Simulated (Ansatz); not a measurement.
Ansatz (an electronic-structure program) input:
A basis named .json is the Basis Set Exchange file of that set.

Ansatz 0.2 input:
```yaml
crystal:
  periodic: [false, false, false]
  atoms:
    - {symbol: P, position_ang: [-0.00000000, -0.00000000, -0.98809696]}
    - {symbol: P, position_ang: [0.00000000, 0.00000000, 0.98809696]}
basis:
  gaussian:
    orbitals: aug-cc-pV_D+d_Z.json
total_charge: 1
magnetization: {spin_polarized: true, initial_magnetization: 1}
correlation: {method: ccsd_t, electrons: outside_noble_gas}
output: {forces: true}
```

### Question
What final total energy does it print?

### Answer
-681.37121 Eh (CCSD(T)/aug-cc-pV(D+d)Z). The basis has 64 functions.
